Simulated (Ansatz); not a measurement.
Results of PBE in Ansatz (PAW) for Yb2O3 (Ia-3, No. 206).

Run with plane-wave cutoff 520 eV, 8×8×8 k mesh, Fermi–Dirac smearing 0.05 eV, spin-polarised with parallel moments, scalar-relativistic PAW data made under PBE.

Computed at the level's own relaxed cell.

Q: What does this level give for the lattice parameter a?

A: 
- lattice parameter a = 10.513 Å

Note: the magnetic order was assumed, not searched for or taken from measurement; the relaxation could not lower the start's symmetry, so the cell can be a saddle point above a distorted one; the 4f shell is treated without U or exact exchange, so its levels and filling can be wrong.

Spin–orbit coupling is not included.

Computed values are for the static lattice.

Ansatz is a program for electronic structure.
